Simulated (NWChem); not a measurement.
**One shape, several levels: BOF (fluoro(oxo)borane)**

Wanted: a comparison of 6 runs (HF/STO-3G, B3LYP/6-31G*, BP86/cc-pVDZ, PBE0/6-31G**, CCSD(T)/cc-pVTZ) of BOF (fluoro(oxo)borane). 

The calculation is run with NWChem 7.3.0.

1 further run of the same task is left out (set aside as unsound or not needed).

### 1 The structure to begin with

BOF: 3 atoms, total charge 0, spin state singlet. SMILES: `O=BF`. The shape is that of a PBE0-D4/def2-TZVP optimisation.

Bond lengths: O1–B2 1.206 Å, B2–F3 1.282 Å. Angles: O1–B2–F3 180.0°.

### 2 Energy and forces at HF/STO-3G (run 1)

File a.nw:

```
START a
memory 2200 mb
GEOMETRY units angstrom noautosym nocenter noautoz
O        0.983100      -0.565100       0.479900
B        0.020300      -0.011600       0.009900
F       -1.003400       0.576800      -0.489800
END
BASIS spherical bse
* library STO-3G
END
SCF
thresh 1e-08
maxiter 80
print low
END
TASK scf gradient
```

Run with:

```console
$ nwchem a.nw > a.out
```

What it wrote:

```text
[...]
  functions       =    15
[...]
  wavefunction    = RHF
[...]
         Total SCF energy =   -196.327840272376
      One-electron energy =   -376.109496790644
      Two-electron energy =    128.342702662707
 Nuclear repulsion energy =     51.438953855561
        Time for solution =      0.2s
[...]
                         RHF ENERGY GRADIENTS
    atom               coordinates                        gradient
                 x          y          z           x          y          z
   1 O       1.857790  -1.067884   0.906880    0.030321  -0.017435   0.014803
   2 B       0.038361  -0.021921   0.018708   -0.041555   0.023895  -0.020287
   3 F      -1.896151   1.089994  -0.925588    0.011233  -0.006460   0.005484
 Task  times  cpu:        0.3s     wall:        0.3s
 Total times  cpu:        0.3s     wall:        0.3s
```

It took 0.85 s on 1 thread of Intel Xeon Platinum 8375C at 2.90GHz (Ice Lake), shared host; peak memory 0.099 GiB.

### 3 Energy and gradient at B3LYP/6-31G(d) (spherical functions) (run 2)

File m1.xyz:

```xyz
3

O      0.983100    -0.565100     0.479900
B      0.020300    -0.011600     0.009900
F     -1.003400     0.576800    -0.489800
```

File run.py:

```python
from ase.io import read
from ase.calculators.nwchem import NWChem

system = read('m1.xyz')

calc = NWChem(
    label='m1',
    theory='dft',
    memory='2200 mb',
    basis='6-31G*',
    basispar='spherical bse',
    dft={'xc': 'b3lyp', 'mult': '1', 'grid': 'xfine', 'convergence': 'energy 1e-08', 'iterations': '100', 'mulliken': None},
)
system.calc = calc

forces = system.get_forces()
print(f"energy = {system.get_potential_energy():.6f} eV")
print("forces (eV/A):")
for s, f in zip(system.symbols, forces):
    print(f"{s:2s} {f[0]:10.5f} {f[1]:10.5f} {f[2]:10.5f}")
print("dipole (e A):", system.get_dipole_moment().round(4))
```

Run with:

```console
$ export ASE_NWCHEM_COMMAND="nwchem PREFIX.nwi > PREFIX.nwo"
$ python run.py
```

What it wrote:

```text
energy = -5442.183012 eV
forces (eV/A):
O     0.38294   -0.21993    0.18687
B    -0.06623    0.03774   -0.03224
F    -0.31666    0.18219   -0.15463
dipole (e A): [-0.3393  0.1951 -0.1656]
```

The calculator wrote m1.nwi:

```
title "m1"

permanent_dir m1

scratch_dir m1

start m1

geometry units angstrom nocenter noautosym noautoz
  O  9.8309999999999997e-01 -5.6510000000000005e-01 4.7989999999999999e-01
  B  2.0299999999999999e-02 -1.1599999999999999e-02 9.9000000000000008e-03
  F  -1.0034000000000001e+00 5.7679999999999998e-01 -4.8980000000000001e-01
end

memory 2200 mb

basis spherical bse noprint
   * library 6-31G*
end

dft
  xc b3lyp
  mult 1
  grid xfine
  convergence energy 1e-08
  iterations 100
  mulliken
end

task dft gradient
```

m1.nwo:

```text
Northwest Computational Chemistry Package (NWChem) 7.3.0
             --------------------------------------------------------

           Job information
           ---------------

    nwchem branch   = 7.3.0
    use scalapack   = T
    input           = m1.nwi
    prefix          = m1.
    data base       = m1/m1.db
    status          = startup
    nproc           =        1

           Memory information
           ------------------

    heap     =     72089596 doubles =      550.0 Mbytes
    stack    =     72089601 doubles =      550.0 Mbytes
    global   =    144179200 doubles =     1100.0 Mbytes (distinct from heap & stack)
    total    =    288358397 doubles =     2200.0 Mbytes
    verify   = yes
    hardfail = no

[... 87 lines left out ...]
  convergence criterion.
[... 40 lines left out ...]
          Spatial weights used:  Erf1
[... 81 lines left out ...]
         Total DFT energy =     -199.996538482740
[... 3 lines left out ...]
 Nuclear repulsion energy =       51.438953855561
[... 359 lines left out ...]
          Convergence on gradient requested:  5.00D-04
[... 27 lines left out ...]
          total energy or number of iterations.
[... 21 lines left out ...]
                                        m1

  charge          =   0.00
  wavefunction    = closed shell

                         DFT ENERGY GRADIENTS

    atom               coordinates                        gradient
                 x          y          z           x          y          z
   1 O       1.857790  -1.067884   0.906880   -0.007447   0.004277  -0.003634
   2 B       0.038361  -0.021921   0.018708    0.001288  -0.000734   0.000627
   3 F      -1.896151   1.089994  -0.925588    0.006158  -0.003543   0.003007

                 ----------------------------------------
                 |  Time  |  1-e(secs)   |  2-e(secs)   |
                 ----------------------------------------
                 |  CPU   |       0.00   |       0.80   |
                 ----------------------------------------
                 |  WALL  |       0.00   |       0.80   |
                 ----------------------------------------

 Task  times  cpu:        5.9s     wall:        5.9s
 Total times  cpu:        6.0s     wall:        6.0s
```

Wall time 7.2 s (1 thread of Intel Xeon Platinum 8375C at 2.90GHz (Ice Lake), shared host); peak memory 0.12 GiB.

Runs 3 to 4 aren't shown in full; the table further down has their settings and results.

### 4 Energy and forces at B3LYP/6-31G(d) (Cartesian functions) (run 5)

File bfo.nw:

```
start bfo
memory 2200 mb

geometry units angstrom noautosym nocenter noautoz
  O        0.983100      -0.565100       0.479900
  B        0.020300      -0.011600       0.009900
  F       -1.003400       0.576800      -0.489800
end

basis "ao basis" cartesian
  * library 6-31G*
end

dft
  xc b3lyp
  grid xfine
  convergence energy 1e-08
  maxiter 100
  mulliken
end

task dft gradient
```

Run with:

```console
$ nwchem bfo.nw > bfo.out
```

What it wrote:

```text
[...]
          Wavefunction type:  closed shell.
          No. of atoms     :     3
          No. of electrons :    22
[...]
          Charge           :     0
          Spin multiplicity:     1
[...]
          AO basis - number of functions:    45
[...]
              XC Information
              --------------
                         B3LYP Method XC Potential
                     Hartree-Fock (Exact) Exchange  0.200
                        Slater Exchange Functional  0.800 local
                    Becke 1988 Exchange Functional  0.720 non-local
              Lee-Yang-Parr Correlation Functional  0.810
                  VWN I RPA Correlation Functional  0.190 local
[...]
 d= 0,ls=0.0,diis     1   -199.8700767731 -2.51D+02  3.32D-02  1.05D+00     0.8
[...]
 d= 0,ls=0.0,diis     8   -199.9995313639  4.62D-09  3.42D-06  1.31D-07     4.7
         Total DFT energy =     -199.999531363930
      One electron energy =     -377.765881069717
           Coulomb energy =      149.485046753070
    Exchange-Corr. energy =      -23.157650902844
 Nuclear repulsion energy =       51.438953855561
[...]
      Total Density - Mulliken Population Analysis
     ---------------------------------------------
    Atom       Charge   Shell Charges
 -----------   ------   -------------------------------------------------------
    1 O    8     8.35   1.99  0.92  2.87  0.88  1.68  0.01
    2 B    5     4.50   1.99  0.51  1.42  0.11  0.34  0.12
    3 F    9     9.15   1.99  0.97  3.33  0.83  1.94  0.09
[...]
  wavefunction    = closed shell
                         DFT ENERGY GRADIENTS
    atom               coordinates                        gradient
                 x          y          z           x          y          z
   1 O       1.857790  -1.067884   0.906880   -0.007057   0.004053  -0.003444
   2 B       0.038361  -0.021921   0.018708    0.001537  -0.000877   0.000749
   3 F      -1.896151   1.089994  -0.925588    0.005520  -0.003176   0.002695
[...]
```

Wall time 6.6 s (1 thread of Intel Xeon Platinum 8375C at 2.90GHz (Ice Lake), shared host); peak memory 0.12 GiB.

### 5 A single-point energy at CCSD(T)/cc-pVTZ (run 6)

File bfo.nw:

```
start bfo
title "BFO energy"
memory stack 880 mb heap 220 mb global 1100 mb

geometry noautosym nocenter noautoz
 O        0.983100      -0.565100       0.479900
 B        0.020300      -0.011600       0.009900
 F       -1.003400       0.576800      -0.489800
end

basis spherical bse
 * library cc-pVTZ
end

scf
 thresh 1e-08
 maxiter 80
 noprint "final vectors analysis"
end

ccsd
 freeze core 3
 maxiter 60
end

task ccsd(t) energy
```

Run with:

```console
$ nwchem bfo.nw > bfo.out
```

What it wrote:

```text
[...]
  functions       =    90
[...]
  wavefunction    = RHF
[...]
         Total SCF energy =   -199.155551549721
      One-electron energy =   -377.633521860579
      Two-electron energy =    127.039016455296
 Nuclear repulsion energy =     51.438953855561
        Time for solution =     12.8s
[...]
 Total MP2 energy:           -199.726109477238822
[...]
             energy      energy      error      ampl     ampl      Block
                                                time     time      time
[...]
 Total CCSD energy:           -199.722605774708200
[...]
 Total CCSD+T(CCSD) energy:           -199.745469057137058
[...]
 Total CCSD(T) energy:                -199.743854727108442
[...]
```

Wall time 1.8 min (1 thread of Intel Xeon Platinum 8375C at 2.90GHz (Ice Lake), shared host); peak memory 0.22 GiB.

### 6 The series

| run | level | iteration cap | module | energy (Eh) | largest force (eV/Å) | wall time |
| --- | --- | --- | --- | --- | --- | --- |
| 1 | HF/STO-3G | 80 | scf | -196.327840 | 2.677 | 0.85 s |
| 2 | B3LYP/6-31G* (spherical functions) | 100 | dft | -199.996538 | 0.480 | 7.2 s |
| 3 | BP86/cc-pVDZ | 100 | dft | -200.003270 | 1.490 | 8.4 s |
| 4 | PBE0/6-31G** (spherical functions) | 100 | dft | -199.784083 | 0.342 | 6.6 s |
| 5 | B3LYP/6-31G* (Cartesian functions) | 100 | dft | -199.999531 | 0.454 | 6.6 s |
| 6 | CCSD(T)/cc-pVTZ | 80 | ccsd(t) | -199.743855 | – | 1.8 min |

### 7 What came out

```
                                          quantity          value
                               run 6: total energy  -199.74385 Eh
run 6: correlation energy (3 core orbitals frozen)     -588.3 mEh
                             run 6: (T) correction     -21.25 mEh
```

What this shows: Over runs 2, 3, 4, 5 the dipole moment (its size) runs from 1.87 D (BP86/cc-pVDZ) to 2.06 D (PBE0/6-31G**). The two ends differ in method and basis. Over runs 2, 4, 5 the HOMO–LUMO gap runs from 10.19 eV (B3LYP/6-31G*) to 10.89 eV (PBE0/6-31G**). Totals of different functionals can't be ranked against each other. In run 1 the basis is minimal, so the values are rough. All runs together took 2.3 min, the longest 1.8 min.
